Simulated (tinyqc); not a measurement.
The integration grid: Kohn-Sham B3LYP on finer and finer grids in the sto-3g basis, for H2O+, spin multiplicity 2. Computed by the program tinyqc with PySCF. 

Geometry (angstrom):
```
atom       x        y       z
O     0.0000   0.0000  0.0000
H     0.0000   0.9250  0.5850
H     0.0000  -0.9250  0.5850
```

Self-consistent on each grid; the net force on the molecule should vanish.

Kohn-Sham energy on Becke grids (radial x angular points per atom):
```
grid       points  residual of the electron count  E (hartree)  E - finest (mhartree)  largest net force without grid terms (hartree/bohr)
10 x 14       418                       -1.04e-02   -74.893573              78.371948                                             4.30e-02
15 x 26      1168                        8.95e-03   -74.985570             -13.624318                                             8.45e-03
20 x 50      2996                        2.02e-05   -74.971887               0.058600                                             4.66e-03
30 x 86      7734                        3.40e-04   -74.972079              -0.133213                                             1.76e-04
50 x 194    29088                        6.87e-06   -74.971947              -0.001421                                             1.05e-05
75 x 302    67868                        4.24e-07   -74.971946              -0.000331                                             2.53e-06
120 x 590  212214                        2.45e-08   -74.971945               0.000000                                             1.03e-07
```

The energy is within 0.1 mhartree of the finest grid first at 20 x 50. The error has both signs, since quadrature is not variational. The electron count and the net force are cheap signs of a poor grid.
